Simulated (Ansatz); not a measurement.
# SiO+ (quartet): RPA-PBE over a scan of the distance Si1–O2, 6-31G

Aim: run SiO+ (quartet) with these functionals over a scan of the distance Si1–O2, and hold them against the top wave-function level at the same points.

The runs use Ansatz 0.2.0, Gaussian basis; 6-31G, all electrons in the functionals, frozen cores in the correlation of double hybrids and RPA.

To be run: RPA-PBE, at 1.346 Å; 1.539 Å; 1.714 Å; 1.869 Å; 2.083 Å; 2.366 Å; 2.779 Å; 3.207 Å; 3.684 Å; 4.617 Å; 5.752 Å.

19 further runs of the same task are left out: 12 that didn't finish, 7 set aside as unsound or not needed.

**1. The geometry**

The geometry derives from a PBE0/def2-TZVP stationary point (not a proven minimum). One bond is set to the value named and the two fragments are kept rigid.

2 atoms, charge 1, spin multiplicity 4.

Atoms are counted from 1 here; the program's logs count them from 0.

Bond lengths: Si1–O2 1.714 Å.

No dispersion term is added.

The geometry shown and the zero of energy belong to the point 1.714 Å. The yardstick, FCI, and other wave-function levels (R restricted, U unrestricted, valence and pair active spaces) come from earlier runs.

**2. RPA-PBE, 1.346 Å**

Contents of in.yaml:

```yaml
crystal:
  periodic: [false, false, false]
  atoms:
    - {symbol: Si, position_ang: [0.000000, 0.000000, 0.000000]}
    - {symbol: O, position_ang: [0.000000, 0.000000, 1.346000]}
basis:
  gaussian: {orbitals: 6-31G}
total_charge: 1
magnetization: {spin_polarized: true, initial_magnetization: 3}
hamiltonian: {xc: {name: PBE}}
correlation: {method: rpa, electrons: outside_noble_gas}
```

Run with:

```console
$ ansatz run in.yaml --threads 1 --pin off --events-out ev --progress --plain --max-ram 2393MiB
```

What it wrote:

```text
Functional definition: PBE
  name "PBE"
  cite "Perdew, Burke & Ernzerhof, Phys. Rev. Lett. 77, 3865 (1996) doi:10.1103/PhysRevLett.77.3865"
  parent pbe
  parameter kappa = 0.804
  parameter beta = 0.06672455060314922
  exchange = pbe_x(kappa = kappa, mu = beta*pi^2/3)
  correlation = pbe_c(beta = beta)
218 factors; integrals over basis functions are off by at most 1.1e-4 eV
mean field evaluation 1: about -9883.4026 eV, gradient 5.4e1 eV
mean field evaluation 2: about -9883.3599 eV, gradient 5.4e1 eV
mean field evaluation 4: about -9895.3192 eV, gradient 7.5e0 eV
mean field evaluation 8: about -9896.4887 eV, gradient 1.0e-1 eV
mean field evaluation 16: about -9896.4465 eV, gradient 1.3e-5 eV
mean field evaluation 32: about -9895.0753 eV, gradient 4.7e0 eV
mean field evaluation 64: about -9895.0753 eV, gradient 4.7e0 eV
mean field evaluation 96: about -9796.7527 eV, gradient 4.7e1 eV
mean field -9896.44651925 eV, -363.6877015299 hartree, gradient 9.5e-7 eV, S^2 3.751076; 7 other end points of the search recorded, 0 dependent functions left out
6 core orbitals not correlated: weight in the atoms' cores, before any rotation towards them, 1.000 or more for the frozen orbitals, at most 0.000 for the correlated occupied ones
reference -9879.52539439 eV, -363.0658616608 hartree; 6, 3 occupied and 10, 13 virtual orbitals, 218 factors
Total energy: -9884.66551953 eV, -363.2547577759 hartree
```

Wall time 0.96 s (1 thread of Intel Xeon 6975P-C, shared host).

From the report: ⟨S²⟩ of the determinant 3.751 (pure quartet: 3.75).

**3. RPA-PBE, 1.539 Å**

in.yaml: that of step 2 with these lines changed.

```diff
@@ -4,3 +4,3 @@
     - {symbol: Si, position_ang: [0.000000, 0.000000, 0.000000]}
-    - {symbol: O, position_ang: [0.000000, 0.000000, 1.346000]}
+    - {symbol: O, position_ang: [0.000000, 0.000000, 1.539000]}
 basis:
```

Same command.

What it wrote, shortened:

```text
Functional definition: PBE
  name "PBE"
  cite "Perdew, Burke & Ernzerhof, Phys. Rev. Lett. 77, 3865 (1996) doi:10.1103/PhysRevLett.77.3865"
  parent pbe
[...]
216 factors; integrals over basis functions are off by at most 1.3e-4 eV
[...]
mean field -9900.47437714 eV, -363.8357225772 hartree, gradient 1.8e-6 eV, S^2 3.751346; 7 other end points of the search recorded, 0 dependent functions left out
6 core orbitals not correlated: weight in the atoms' cores, before any rotation towards them, 1.000 or more for the frozen orbitals, at most 0.000 for the correlated occupied ones
reference -9883.28408389 eV, -363.2039909525 hartree; 6, 3 occupied and 10, 13 virtual orbitals, 216 factors
Total energy: -9888.77744913 eV, -363.4058684016 hartree
```

Run time: 1.1 s. Hardware: 1 thread of Intel Xeon 6975P-C, shared host.

From the report: ⟨S²⟩ of the determinant 3.751 (pure quartet: 3.75).

**4. RPA-PBE, 1.714 Å**

in.yaml: that of step 3 with these lines changed.

```diff
@@ -4,3 +4,3 @@
     - {symbol: Si, position_ang: [0.000000, 0.000000, 0.000000]}
-    - {symbol: O, position_ang: [0.000000, 0.000000, 1.539000]}
+    - {symbol: O, position_ang: [0.000000, 0.000000, 1.713500]}
 basis:
```

Launched as before.

What it wrote, shortened:

```text
Functional definition: PBE
  name "PBE"
  cite "Perdew, Burke & Ernzerhof, Phys. Rev. Lett. 77, 3865 (1996) doi:10.1103/PhysRevLett.77.3865"
  parent pbe
[...]
215 factors; integrals over basis functions are off by at most 1.4e-4 eV
[...]
mean field -9901.73371785 eV, -363.8820024950 hartree, gradient 1.4e-6 eV, S^2 3.752514; 10 other end points of the search recorded, 0 dependent functions left out
6 core orbitals not correlated: weight in the atoms' cores, before any rotation towards them, 1.000 or more for the frozen orbitals, at most 0.000 for the correlated occupied ones
reference -9884.40195373 eV, -363.2450719114 hartree; 6, 3 occupied and 10, 13 virtual orbitals, 215 factors
Total energy: -9890.15815218 eV, -363.4566083027 hartree
```

Run time: 1.4 s. Hardware: 1 thread of Intel Xeon 6975P-C, shared host.

From the report: ⟨S²⟩ of the determinant 3.753 (pure quartet: 3.75).

**5. RPA-PBE, 1.869 Å**

in.yaml: that of step 4 with these lines changed.

```diff
@@ -4,3 +4,3 @@
     - {symbol: Si, position_ang: [0.000000, 0.000000, 0.000000]}
-    - {symbol: O, position_ang: [0.000000, 0.000000, 1.713500]}
+    - {symbol: O, position_ang: [0.000000, 0.000000, 1.869000]}
 basis:
```

The command is unchanged.

What it wrote, shortened:

```text
Functional definition: PBE
  name "PBE"
  cite "Perdew, Burke & Ernzerhof, Phys. Rev. Lett. 77, 3865 (1996) doi:10.1103/PhysRevLett.77.3865"
  parent pbe
[...]
215 factors; integrals over basis functions are off by at most 1.7e-4 eV
[...]
mean field -9902.02582533 eV, -363.8927372467 hartree, gradient 1.2e-6 eV, S^2 3.755005; 15 other end points of the search recorded, 0 dependent functions left out
6 core orbitals not correlated: weight in the atoms' cores, before any rotation towards them, 1.000 or more for the frozen orbitals, at most 0.000 for the correlated occupied ones
reference -9884.75334023 eV, -363.2579851271 hartree; 6, 3 occupied and 10, 13 virtual orbitals, 215 factors
Total energy: -9890.59715234 eV, -363.4727412611 hartree
```

Run time: 1.7 s. Hardware: 1 thread of Intel Xeon 6975P-C, shared host.

From the report: ⟨S²⟩ of the determinant 3.755 (pure quartet: 3.75).

From 1.714 Å: -42.4 kJ/mol.

**6. RPA-PBE, 2.083 Å**

in.yaml: that of step 5 with these lines changed.

```diff
@@ -4,3 +4,3 @@
     - {symbol: Si, position_ang: [0.000000, 0.000000, 0.000000]}
-    - {symbol: O, position_ang: [0.000000, 0.000000, 1.869000]}
+    - {symbol: O, position_ang: [0.000000, 0.000000, 2.083000]}
 basis:
```

The command is unchanged.

What it wrote, shortened:

```text
Functional definition: PBE
  name "PBE"
  cite "Perdew, Burke & Ernzerhof, Phys. Rev. Lett. 77, 3865 (1996) doi:10.1103/PhysRevLett.77.3865"
  parent pbe
[...]
215 factors; integrals over basis functions are off by at most 2.1e-4 eV
[...]
mean field -9902.01377402 eV, -363.8922943694 hartree, gradient 3.7e-6 eV, S^2 3.759378; 14 other end points of the search recorded, 0 dependent functions left out
6 core orbitals not correlated: weight in the atoms' cores, before any rotation towards them, 1.000 or more for the frozen orbitals, at most 0.000 for the correlated occupied ones
reference -9885.28904097 eV, -363.2776717661 hartree; 6, 3 occupied and 10, 13 virtual orbitals, 215 factors
Total energy: -9890.93338673 eV, -363.4850976467 hartree
```

It took 2.3 s on 1 thread of Intel Xeon 6975P-C, shared host.

From the report: ⟨S²⟩ of the determinant 3.759 (pure quartet: 3.75).

From 1.714 Å: -74.8 kJ/mol.

**7. RPA-PBE, 2.366 Å**

in.yaml: that of step 6 with these lines changed.

```diff
@@ -4,3 +4,3 @@
     - {symbol: Si, position_ang: [0.000000, 0.000000, 0.000000]}
-    - {symbol: O, position_ang: [0.000000, 0.000000, 2.083000]}
+    - {symbol: O, position_ang: [0.000000, 0.000000, 2.366000]}
 basis:
```

Launched as before.

What it wrote, shortened:

```text
Functional definition: PBE
  name "PBE"
  cite "Perdew, Burke & Ernzerhof, Phys. Rev. Lett. 77, 3865 (1996) doi:10.1103/PhysRevLett.77.3865"
  parent pbe
[...]
215 factors; integrals over basis functions are off by at most 2.2e-4 eV
[...]
mean field -9902.19328833 eV, -363.8988913986 hartree, gradient 2.0e-6 eV, S^2 3.756072; 13 other end points of the search recorded, 0 dependent functions left out
6 core orbitals not correlated: weight in the atoms' cores, before any rotation towards them, 1.000 or more for the frozen orbitals, at most 0.000 for the correlated occupied ones
reference -9886.44262508 eV, -363.3200652001 hartree; 6, 3 occupied and 10, 13 virtual orbitals, 215 factors
Total energy: -9891.42454690 eV, -363.5031474503 hartree
```

Wall time 1.9 s (1 thread of Intel Xeon 6975P-C, shared host).

From the report: ⟨S²⟩ of the determinant 3.756 (pure quartet: 3.75).

From 1.714 Å: -122.2 kJ/mol.

**8. RPA-PBE, 2.779 Å**

in.yaml: that of step 7 with these lines changed.

```diff
@@ -4,3 +4,3 @@
     - {symbol: Si, position_ang: [0.000000, 0.000000, 0.000000]}
-    - {symbol: O, position_ang: [0.000000, 0.000000, 2.366000]}
+    - {symbol: O, position_ang: [0.000000, 0.000000, 2.779000]}
 basis:
```

Launched as before.

What it wrote, shortened:

```text
Functional definition: PBE
  name "PBE"
  cite "Perdew, Burke & Ernzerhof, Phys. Rev. Lett. 77, 3865 (1996) doi:10.1103/PhysRevLett.77.3865"
  parent pbe
[...]
215 factors; integrals over basis functions are off by at most 2.9e-4 eV
[...]
mean field -9902.10637709 eV, -363.8956974694 hartree, gradient 1.4e-6 eV, S^2 3.758985; 19 other end points of the search recorded, 0 dependent functions left out
6 core orbitals not correlated: weight in the atoms' cores, before any rotation towards them, 1.000 or more for the frozen orbitals, at most 0.000 for the correlated occupied ones
reference -9886.44676362 eV, -363.3202172886 hartree; 6, 3 occupied and 10, 13 virtual orbitals, 215 factors
Total energy: -9891.46577769 eV, -363.5046626540 hartree
```

It took 2.4 s on 1 thread of Intel Xeon 6975P-C, shared host.

From the report: ⟨S²⟩ of the determinant 3.759 (pure quartet: 3.75).

From 1.714 Å: -126.2 kJ/mol.

**9. RPA-PBE, 3.207 Å**

in.yaml: that of step 8 with these lines changed.

```diff
@@ -4,3 +4,3 @@
     - {symbol: Si, position_ang: [0.000000, 0.000000, 0.000000]}
-    - {symbol: O, position_ang: [0.000000, 0.000000, 2.779000]}
+    - {symbol: O, position_ang: [0.000000, 0.000000, 3.207000]}
 basis:
```

Launched as before.

What it wrote, shortened:

```text
Functional definition: PBE
  name "PBE"
  cite "Perdew, Burke & Ernzerhof, Phys. Rev. Lett. 77, 3865 (1996) doi:10.1103/PhysRevLett.77.3865"
  parent pbe
[...]
215 factors; integrals over basis functions are off by at most 2.5e-4 eV
[...]
mean field -9901.90339117 eV, -363.8882378743 hartree, gradient 3.6e-6 eV, S^2 3.763980; 17 other end points of the search recorded, 0 dependent functions left out
6 core orbitals not correlated: weight in the atoms' cores, before any rotation towards them, 1.000 or more for the frozen orbitals, at most 0.000 for the correlated occupied ones
reference -9886.33750097 eV, -363.3162019604 hartree; 6, 3 occupied and 10, 13 virtual orbitals, 215 factors
Total energy: -9891.37477306 eV, -363.5013182952 hartree
```

Wall time 2.2 s (1 thread of Intel Xeon 6975P-C, shared host).

From the report: ⟨S²⟩ of the determinant 3.764 (pure quartet: 3.75).

From 1.714 Å: -117.4 kJ/mol.

**10. RPA-PBE, 3.684 Å**

in.yaml: that of step 9 with these lines changed.

```diff
@@ -4,3 +4,3 @@
     - {symbol: Si, position_ang: [0.000000, 0.000000, 0.000000]}
-    - {symbol: O, position_ang: [0.000000, 0.000000, 3.207000]}
+    - {symbol: O, position_ang: [0.000000, 0.000000, 3.684000]}
 basis:
```

Launched as before.

What it wrote, shortened:

```text
Functional definition: PBE
  name "PBE"
  cite "Perdew, Burke & Ernzerhof, Phys. Rev. Lett. 77, 3865 (1996) doi:10.1103/PhysRevLett.77.3865"
  parent pbe
[...]
215 factors; integrals over basis functions are off by at most 3.9e-4 eV
[...]
mean field -9901.72591353 eV, -363.8817156912 hartree, gradient 2.4e-8 eV, S^2 3.774600; 18 other end points of the search recorded, 0 dependent functions left out
6 core orbitals not correlated: weight in the atoms' cores, before any rotation towards them, 1.000 or more for the frozen orbitals, at most 0.000 for the correlated occupied ones
reference -9886.21362357 eV, -363.3116495500 hartree; 6, 3 occupied and 10, 13 virtual orbitals, 215 factors
Total energy: -9891.28275405 eV, -363.4979366591 hartree
```

Wall time 3.3 s (1 thread of Intel Xeon 6975P-C, shared host).

From the report: ⟨S²⟩ of the determinant 3.775 (pure quartet: 3.75).

From 1.714 Å: -108.5 kJ/mol.

**11. RPA-PBE, 4.617 Å**

in.yaml: that of step 10 with these lines changed.

```diff
@@ -4,3 +4,3 @@
     - {symbol: Si, position_ang: [0.000000, 0.000000, 0.000000]}
-    - {symbol: O, position_ang: [0.000000, 0.000000, 3.684000]}
+    - {symbol: O, position_ang: [0.000000, 0.000000, 4.617000]}
 basis:
```

The command is unchanged.

What it wrote, shortened:

```text
Functional definition: PBE
  name "PBE"
  cite "Perdew, Burke & Ernzerhof, Phys. Rev. Lett. 77, 3865 (1996) doi:10.1103/PhysRevLett.77.3865"
  parent pbe
[...]
215 factors; integrals over basis functions are off by at most 3.0e-4 eV
[...]
mean field -9901.55384932 eV, -363.8753924482 hartree, gradient 1.5e-6 eV, S^2 3.826794; 13 other end points of the search recorded, 0 dependent functions left out
6 core orbitals not correlated: weight in the atoms' cores, before any rotation towards them, 1.000 or more for the frozen orbitals, at most 0.000 for the correlated occupied ones
reference -9885.91166320 eV, -363.3005527108 hartree; 6, 3 occupied and 10, 13 virtual orbitals, 215 factors
Total energy: -9891.27549240 eV, -363.4976697984 hartree
```

Wall time 4.1 s (1 thread of Intel Xeon 6975P-C, shared host).

From the report: ⟨S²⟩ of the determinant 3.827 (pure quartet: 3.75).

From 1.714 Å: -107.8 kJ/mol.

**12. RPA-PBE, 5.752 Å**

in.yaml: that of step 11 with these lines changed.

```diff
@@ -4,3 +4,3 @@
     - {symbol: Si, position_ang: [0.000000, 0.000000, 0.000000]}
-    - {symbol: O, position_ang: [0.000000, 0.000000, 4.617000]}
+    - {symbol: O, position_ang: [0.000000, 0.000000, 5.752000]}
 basis:
```

Same command.

What it wrote, shortened:

```text
Functional definition: PBE
  name "PBE"
  cite "Perdew, Burke & Ernzerhof, Phys. Rev. Lett. 77, 3865 (1996) doi:10.1103/PhysRevLett.77.3865"
  parent pbe
[...]
215 factors; integrals over basis functions are off by at most 1.5e-4 eV
[...]
mean field -9901.53768027 eV, -363.8747982467 hartree, gradient 2.1e-6 eV, S^2 3.879632; 9 other end points of the search recorded, 0 dependent functions left out
6 core orbitals not correlated: weight in the atoms' cores, before any rotation towards them, 1.000 or more for the frozen orbitals, at most 0.000 for the correlated occupied ones
reference -9885.62061647 eV, -363.2898569409 hartree; 6, 3 occupied and 10, 13 virtual orbitals, 215 factors
Total energy: -9891.52877900 eV, -363.5069779091 hartree
```

It took 6.5 s on 1 thread of Intel Xeon 6975P-C, shared host.

From the report: ⟨S²⟩ of the determinant 3.880 (pure quartet: 3.75).

From 1.714 Å: -132.2 kJ/mol.

**13. The comparison**

The yardstick is full CI for this spin, exact in this basis with these frozen cores. It comes from earlier runs at the same points. Energies in kJ/mol, counted from 1.714 Å; blanks weren't run or aren't comparable.

```
  level  1.346 Å  1.539 Å  1.714 Å  1.869 Å  2.083 Å  2.366 Å  2.779 Å  3.207 Å  3.684 Å  4.617 Å  5.752 Å
    FCI    508.4    120.2      0.0    -29.9    -34.8    -69.4    -72.6    -63.1    -53.4    -42.5    -38.9
RPA-PBE    530.0    133.2      0.0    -42.4    -74.8   -122.2   -126.2   -117.4   -108.5   -107.8   -132.2
```

Largest miss and mean time a point (FCI took 20 s a point; shared hosts):

```
  level  largest miss (kJ/mol)    where  time a point
RPA-PBE                  -93.3  5.752 Å         2.5 s
```

**14. Summary of results**

| quantity | value |
| --- | --- |
| span of the FCI curve | 581.0 kJ/mol |
| largest miss, RPA-PBE | -93.3 kJ/mol (5.752 Å) |

What this shows: RPA-PBE strays by up to 93.3 kJ/mol, at 5.752 Å. Functionals and the yardstick converge differently with the basis, so part of each miss in 6-31G is the basis.
